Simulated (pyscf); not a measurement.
SiH₂ [singlet] + H₃C–OH → SiH₄ + H₂C=O (concerted two-bond exchange; singlet surface; C–H, H–O broken, H–Si, H–Si formed). Single points on ωB97X-D3(BJ)/def2-SVP structures (PySCF, gas phase). MP2 and CC: frozen core, UHF for open shells. ΔMP2 is the change of the MP2 total energy from the triple- to the quadruple-zeta basis. Energies in kcal/mol from the separated reactants.

```
level                             barrier  reaction energy
--------------------------------  -------  ---------------
ωB97X-D3(BJ)/def2-TZVP                  …            -35.4
M06-2X/def2-TZVP                     22.8            -29.9
HF/def2-TZVP                         45.0            -35.3
MP2/def2-QZVPP                       20.3            -34.3
CCSD/def2-TZVPP                      29.8            -30.7
CCSD(T)/def2-TZVPP                   24.5            -31.9
CCSD(T)/def2-TZVPP + ΔMP2(QZVPP)        …                …
```

Question: Complete the blanks.

Answer: 
- ωB97X-D3(BJ)/def2-TZVP, barrier: 20.2
- CCSD(T)/def2-TZVPP + ΔMP2(QZVPP), barrier: 24.0
- CCSD(T)/def2-TZVPP + ΔMP2(QZVPP), reaction energy: -31.6

On the reactant side the descent ends in a complex, 6.2 kcal/mol under the separated species and 26.4 kcal/mol under the saddle at ωB97X-D3(BJ)/def2-TZVP. The same reactants have a lower exit, to H₃C–O–SiH: [singlet] + H₂ (barrier -0.7 kcal/mol at ωB97M-D3(BJ)/def2-TZVP, against +23.1 kcal/mol here). One saddle was located; it need not be the lowest between these sides. The CCSD(T) − MP2 part came from Ansatz, without density fitting, on the same reference.
